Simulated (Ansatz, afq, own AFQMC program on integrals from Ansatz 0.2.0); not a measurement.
**Where AFQMC and coupled cluster stand for CHN, singlet**

```xyz
3

C    -0.0054   -0.0235   -0.0054
N     0.2540    1.0696    0.2572
H    -0.2487   -1.0461   -0.2518
```

Connectivity, by distances: CH–N.

Basis def2-TZVP. Noble-gas cores (and the filled d shells of Ga–Kr and In–Xe) are frozen. Ansatz 0.2.0 and our own AFQMC program on the same integrals; the CISD trial comes from CCSD amplitudes, and released means the phaseless constraint is let go. Free projection: walkers drawn from exp(T), propagated without any constraint. Its projection time is finite, and what remains of the start isn't in its error. Error bars are statistical, one sigma.

Determinant: RHF, the one that the program's search chose, which needn't be the lowest solution. The geometry is a PBE0/def2-SVP stationary point of this or a neighbouring charge and spin state.

No full CI on the walks' own integrals is used here. The released AFQMC energy serves as the reference, which it does only where one determinant dominates, the energy is flat over the last release times and near the phaseless one (40 meV or 2 meV an electron, half that with transition metals). On small molecules, where full CI could be run and the noise was under 10 meV, such values lay within 10 meV of it in 19 cases of 20, a flattering rate, since the rule was set on those same cases; what remains of the bias isn't in the error bar.

Cautions: the released value is read at 2.40 1/Eh (meV from the phaseless value at times in 1/Eh: -6 ± 4 at 0.24, -11 ± 4 at 0.51, -19 ± 4 at 0.99, -35 ± 4 at 1.62, -25 ± 7 at 2.40).

The T1 diagnostic is 0.0144, the weight of the determinant in the CISD state is 0.883 and the size of the correlated space is 10 electrons in 66 orbitals.

Reference: AFQMC with the constraint released, correlation energy -9.959 ± 0.007 eV.

| level | E − E(reference) (kJ/mol) | share of correlation (%) |
| --- | --- | --- |
| HF | 960.9 ± 0.7 | 0.00 |
| MP2 | 62.7 ± 0.7 | 93.48 |
| CCSD | 50.5 ± 0.7 | 94.75 |
| CCSD(T) | 4.1 ± 0.7 | 99.57 |
| CCSDT | 4.4 ± 0.7 | 99.55 |
| CCSDT(Q) | 0.2 ± 0.7 | 99.98 |
| ph-AFQMC/HF | -1.3 ± 2.6 | 100.14 |
| ph-AFQMC/CISD | 2.4 ± 0.8 | 99.75 |
| free AFQMC | 1.2 ± 0.9 | 99.87 |

CCSDT and higher add their correlation energy to the determinant of the CCSD(T) run, since their own runs factorise the integrals more tightly (a shift of under 2 meV). Free projections are given only where their last times agree within the noise and don't stop above the reference; a slow remainder of the start can still hide under it. A walk keeps the symmetry of its determinant, which the program's search chose and which needn't be the lowest solution, so a lower state of the same spin and another symmetry isn't excluded. Released energies are given only where the last usable release times agree within the noise; a slower fall can still hide under it.
